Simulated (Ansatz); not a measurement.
One change: `N/C=C(\O)F` becomes `N/C=C(\N)F`.

Ansatz, PBE0-D4/def2-TZVP geometries, multiplicity 1. Each molecule was computed in one conformer, which needn't be the lowest.

```
                                          property  `N/C=C(\O)F`
               LUMO energy (B3LYP/def2-TZVPP) / eV          0.38
                LUMO energy (PBE0/def2-TZVPP) / eV          0.78
             LUMO energy (ωB97M-V/def2-TZVPP) / eV          2.22
                 LUMO energy (PBE/def2-TZVPP) / eV         -0.11
                 HOMO energy (PBE/def2-TZVPP) / eV         -4.48
size of the dipole moment (ωB97M-V/def2-TZVPP) / D          1.04
```

Task: What does the change do to each property? (An estimate is asked.)

Result: The calculation gave: 
| property | `N/C=C(\N)F` | shift |
| --- | --- | --- |
| LUMO energy (B3LYP/def2-TZVPP) / eV | 0.56 | 0.18 |
| LUMO energy (PBE0/def2-TZVPP) / eV | 0.94 | 0.16 |
| LUMO energy (ωB97M-V/def2-TZVPP) / eV | 2.32 | 0.10 |
| LUMO energy (PBE/def2-TZVPP) / eV | 0.11 | 0.22 |
| HOMO energy (PBE/def2-TZVPP) / eV | -4.54 | -0.06 |
| size of the dipole moment (ωB97M-V/def2-TZVPP) / D | 1.66 | 0.62 |

Dipoles are sizes alone; their direction can turn.

B3LYP here is the variant with VWN-RPA as its local correlation; programs differ in this.
